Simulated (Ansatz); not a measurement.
Gas-phase electronic energies from Ansatz, PBE0-D4/def2-TZVP geometries. CCSD(T)/CBS adds triple-zeta CCSD(T) − MP2 to the extrapolated MP2 energy (def2 sets, frozen cores). This one scheme is used for every species. DFT in def2-TZVPP. Each species was taken in one conformer, which may not be the lowest.

Reaction (substitution at a C–C bond): `CC=C=N` + H–F → `N=C=CF` + CH₄

```tsv
level	ΔE (eV)
B97M-V	0.68
PBE-QIDH	0.89
PBE	0.70
r2SCAN	0.73
r2SCANh	0.76
BHLYP	0.73
CAM-B3LYP	0.68
CCSD/def2-TZVPP	0.83
```

Q: What does CCSD(T)/CBS give? (An estimate is asked.)

A: The calculation gave: +0.89 eV. The listed levels differ from it by -0.21, 0.00, -0.19, -0.16, -0.13, -0.16, -0.21, -0.06 eV.

Largest T1 diagnostic among the species: 0.014.

The D4 term adds +0.05 eV with B3LYP and +0.03 eV with PBE0; it sums over pairs of atoms, weighted by their polarisabilities, and B3LYP, whose exchange is more repulsive, gets the larger term. From r2SCAN to r2SCAN0 (25 % exact exchange), in def2-TZVPP and without D4, ΔE moves by +0.07 eV. At CCSD(T), def2-SVP lies −0.20 eV from the extrapolated value and def2-TZVPP −0.05 eV.

B3LYP here is the variant with VWN-RPA as its local correlation; programs differ in this.
